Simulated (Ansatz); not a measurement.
# What a trial cell of Rb2NbSb2 relaxes into

All numbers below come from Ansatz 0.2.0, DFT PBE, scalar-relativistic, plane waves, PAW. Cutoff 420 eV, Γ-centred k mesh, Gaussian smearing, no spin polarisation in the final step.

Rb2NbSb2 was placed on the sites of a reported EuMn2P2 cell (P-3m1, No. 164), with Nb in place of Eu, Rb in place of Mn, Sb in place of P, at a guessed volume.

```
Rb Nb Sb
1.0
     4.88194    0.00000    0.00000
    -2.44097    4.22789    0.00000
     0.00000    0.00000    8.28858
Rb Nb Sb
2 1 2
Direct
  0.33333 0.66667 0.62000
  0.66667 0.33333 0.38000
  0.00000 0.00000 0.00000
  0.33333 0.66667 0.26000
  0.66667 0.33333 0.74000
```

Cell and atoms relax at zero pressure; the relaxation can't lower the symmetry of the start. After a coarse first stage the cell is made exact in the group found at 0.06 Å.

Formation energies are uncorrected and refer to the elements' standard structures at the same level.

(1) Describe the relaxed structure.

(2) What are its volume, energy, density and gap?

Results:

(1) It keeps P-3m1 (No. 164), but not the shape of the type it started on. Conventional cell: a = 4.060 Å, c = 13.334 Å. Rb is coordinated by 3 Sb at 3.53 Å and 6 Rb at 4.06 Å; Nb has 6 Sb at 2.87 Å; Sb is coordinated by 3 Nb at 2.87 Å.

Space group P-3m1 (No. 164). a = 4.060 Å, b = 4.060 Å, c = 13.334 Å, α = 90.00°, β = 90.00°, γ = 120.00°
```tsv
atom	site	symmetry	x	y	z
Rb	2d	3m.	0.3333	0.6667	0.6775
Nb	1a	-3m.	0.0000	0.0000	0.0000
Sb	2d	3m.	0.3333	0.6667	0.1240
```

(2) The volume per atom is 38.06 Å³ and the density is 4.43 g/cm³. The energy over the elements is -0.07 eV/atom. The gap on the 12×12×4 mesh is 0 eV (a metal).

The final run used a 12×12×4 mesh on its 5-atom cell and 0.10 eV smearing. The k mesh leaves about 4 meV/atom of noise in metals. Spin–orbit coupling is left out. A structure relaxed within its symmetry needn't be a true minimum.

Cost: 3 runs of about 2.7 core-minutes in all, on Oxide Virtual Turin-like Processor (Zen 5) (shared hosts).